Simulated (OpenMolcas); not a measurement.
**BNH4 (SMILES BN): name the method**

The species is BNH4 (6 atoms), meant as a singlet with charge 0. SMILES: `BN`. Geometry: relaxed at PBE0-D4/def2-TZVP.

```
atom    x (Å)    y (Å)    z (Å)
   B  -0.1282  -0.6796  -0.0256
   N   0.1461   0.6774   0.0108
   H   0.2258  -1.3680   0.8875
   H  -0.7120  -1.1287  -0.9692
   H  -0.1216   1.3137  -0.7208
   H   0.6320   1.1214   0.7713
```

Orbital energies and the dipole are those of the mean-field step.

A calculation with OpenMolcas 26.06 gave:

```yaml
total_energy: -80.5848 Eh
dipole_moment: 1.73 D
HOMO_energy: -10.29 eV
LUMO_energy: 9.17 eV
HOMO–LUMO_gap: 19.46 eV
```

Task: Which of these levels gave the numbers?
A. PBE0/STO-3G
B. B2PLYP/STO-3G
C. M06-2X/STO-3G
D. CCSD(T)/STO-3G

Result: D. The others give -80.8453 Eh (B2PLYP/STO-3G), -80.8928 Eh (PBE0/STO-3G), -80.9822 Eh (M06-2X/STO-3G).
